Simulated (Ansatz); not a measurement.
# Which is lower?

Two isomers of CH2S2, singlet, relaxed at PBE0-D4/def2-TZVP (vibrations not checked).

A:

```xyz
5
angstrom
S -2.2377 -1.5749 0.2938
C -1.0189 -0.6632 0.3958
S 1.8814 1.7562 0.7098
H 2.7996 0.7908 0.5560
H 0.8604 0.8861 0.5919
```

B:

```
5
angstrom
C -0.2577 -0.0630 0.2202
S 0.2813 0.9121 1.5311
S -0.3191 -1.6715 0.1137
H -0.5824 0.5753 -0.6045
H 0.5991 -0.1086 2.3497
```

Computed with Ansatz 0.2.0 (basis: def2-TZVPP); correlated methods freeze the cores. B3LYP uses VWN-RPA correlation.

Q: Which structure is lower at CCSD(T), and by how much? (An estimate is asked for; the value comes from the calculation.)

A: Computed: B, by 144.3 kJ/mol (electronic energy, against the other). By their contacts, A is a complex of H₂S + CS and B is CH₂S₂ ([S][CH][SH]).

All methods give the same order:

```tsv
method	E(B) − E(A) (kJ/mol)
PBE-D4	-195.0
r2SCAN-D4	-191.8
PBE0-D4	-196.0
B3LYP-D4	-173.3
wB97M-V	-160.6
HF	-129.0
MP2	-160.5
CCSD	-144.5
CCSD(T)	-144.3
```

No T1 diagnostic of these runs exceeds 0.020. The restricted Hartree–Fock reference is unstable towards an unrestricted one at one or more of these structures.

Labels in which every atom is bracketed show which atoms are joined, not bond orders.
